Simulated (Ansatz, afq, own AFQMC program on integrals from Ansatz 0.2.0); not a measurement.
Where AFQMC and coupled cluster stand for Ga, doublet

A free Ga atom.

Basis cc-pVQZ. Noble-gas cores (and the filled d shells of Ga–Kr and In–Xe) are frozen. AFQMC by an in-house program on the Cholesky factors that Ansatz 0.2.0 writes for its CCSD(T) run. ph-AFQMC/CISD is guided by a CISD state made of CCSD amplitudes; releasing the constraint for a short imaginary time cuts its bias at the price of noise, slowly where states lie close. ± is one standard error of the sampling. No spin–orbit coupling.

Determinant: UHF, the one that the program's search chose, which needn't be the lowest solution.

Full CI on the same integrals is exact in this basis and with this determinant's frozen core.

Cautions: no relativity below Rb; no spin-orbit coupling; inner d shell frozen.

* T1 diagnostic: 0.0145
* weight of the determinant in the CISD state: 0.944
* ⟨S²⟩ of the determinant: 0.763
* size of the correlated space: 3 electrons in 54 orbitals

Reference: full CI, correlation energy -1.348 eV. The released energy is read at 1.00 1/Eh, later times being too noisy (meV from the phaseless value at times in 1/Eh: -0.3 ± 0.6 at 0.24, -1.3 ± 0.5 at 0.50, -2.2 ± 0.4 at 1.00, 57 ± 61 at 1.50).

```csv
level,E − E(reference) (kJ/mol),share of correlation (%)
HF,130.1,0.00
MP2,35.4,72.75
CCSD,3.4,97.40
CCSD(T),0.8,99.39
ph-AFQMC/HF,6.6 ± 0.9,94.94
ph-AFQMC/CISD,0.4 ± 0.06,99.71
released AFQMC,0.2 ± 0.04,99.87
```

A walk keeps the symmetry of its determinant, which the program's search chose and which needn't be the lowest solution, so a lower state of the same spin and another symmetry isn't excluded. Released energies are given only where the last usable release times agree within the noise; a slower fall can still hide under it.
